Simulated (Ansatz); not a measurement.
**CHAlO (singlet): the correlation ladder at a displaced geometry (v2), cc-pVDZ**

An exercise on one series of results from a longer session: the logs are not shown, and one member is left open.

Computed with Ansatz 0.2.0, Gaussian basis. Level: cc-pVDZ, core rule «outside noble gas», up to 7 orbitals frozen.

The runs, in order: UHF; CCSD(T) on RHF; CCSD(T) on UHF; BCCD(T) on RHF; CISD; CCSDT(Q) on RHF; CCSDT(Q) on UHF; CASSCF and MRCISD+Q, 8 electrons in 8 orbitals; CASSCF and NEVPT2, 8 electrons in 8 orbitals.

17 further runs of the same task are left out: 7 that didn't finish, 10 set aside as unsound or not needed.

## The geometry

The geometry is a PBE0/def2-TZVP stationary point (not a proven minimum) with its atoms shifted at random (size 0.100 Å).

4 atoms, charge 0, spin multiplicity 1.

Atoms are counted from 1 here; the program's logs count them from 0.

Bond lengths: Al1–C2 2.199 Å, Al1–H4 1.563 Å, C2–O3 1.148 Å. Angles: C2–Al1–H4 84.7°, Al1–C2–O3 156.8°.

The first run:

in.yaml reads:

```yaml
crystal:
  periodic: [false, false, false]
  atoms:
    - {symbol: Al, position_ang: [0.060669, -0.106577, 1.402267]}
    - {symbol: C, position_ang: [-0.104205, 0.204036, -0.768051]}
    - {symbol: O, position_ang: [-0.027585, -0.065051, -1.881499]}
    - {symbol: H, position_ang: [0.055524, 1.454218, 1.480618]}
basis:
  gaussian: {orbitals: cc-pVDZ}
magnetization: {spin_polarized: true, initial_magnetization: 0}
hamiltonian: {xc: hf}
output: {orbitals: {seedname: orbitals}}
```

On the command line:

```console
> ansatz run in.yaml --threads 1 --pin off --events-out ev --progress --plain --max-ram 2393MiB
```

Among the steps run: UHF; CCSD(T) on RHF; CCSD(T) on UHF; BCCD(T) on RHF; CISD; CCSDT(Q) on RHF; CCSDT(Q) on UHF; CASSCF and MRCISD+Q, 8 electrons in 8 orbitals; CASSCF and NEVPT2, 8 electrons in 8 orbitals.

One table of the session follows, with a row left open; its other results are not shown here.

```
           method  from RCCSDT(Q) (meV)
              RHF              +10801.2
              UHF              +10743.8
             RMP2               +1097.7
             UMP2               +1245.8
             CISD               +1601.4
            RCCSD                +474.1
            UCCSD                +483.0
         RCCSD(T)                 +69.0
         UCCSD(T)                 +73.7
          BCCD(T)                 +63.5
           RCCSDT                 +41.7
           UCCSDT                 +42.9
        RCCSDT(Q)                     0
        UCCSDT(Q)                     ?
  CASSCF frontier               +6585.9
  MRCISD frontier                +718.0
MRCISD+Q frontier                 +96.7
```

Estimate the missing values for UCCSDT(Q).

**Answer.** from RCCSDT(Q) (meV): -0.4. In the column «from RCCSDT(Q) (meV)» it is the lowest.

Not comparable, so not listed: CASSCF and NEVPT2, 8 electrons in 8 orbitals (they don't share determinant, frozen orbitals or solution with the rows shown, or repeat one).

Limits of these values: Restricted and unrestricted rows rest on different reference determinants; where their highest levels disagree by more than a few hundredths of an eV, they describe different states and don't form one ladder. Warnings in the runs' records: passed over end.
